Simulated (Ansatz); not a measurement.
Start from BP in the zinc blende structure (space group F-43m, No. 216; a = 4.537 Å).

Calculations: r2SCAN (Ansatz, an electronic-structure program, PAW, scalar-relativistic without spin-orbit coupling).

It is then changed as follows: In takes the place of B on all its sites, then cell and atoms are relaxed.

Measured lattice parameter a: BP 4.525 Å (static lattice; corrected from measurement; as listed in Daniel Mejia-Rodriguez, S. B. Trickey, Phys. Rev. B (2018)); InP 5.858 Å (static lattice; corrected from measurement; as listed in Daniel Mejia-Rodriguez, S. B. Trickey, Phys. Rev. B (2018)).

Q: How well does r2SCAN reproduce the measured shift?

A: With r2SCAN the lattice parameter a moves by +1.370 Å (4.537 → 5.907) against +1.333 Å measured.

Stability against distortions was not tested.
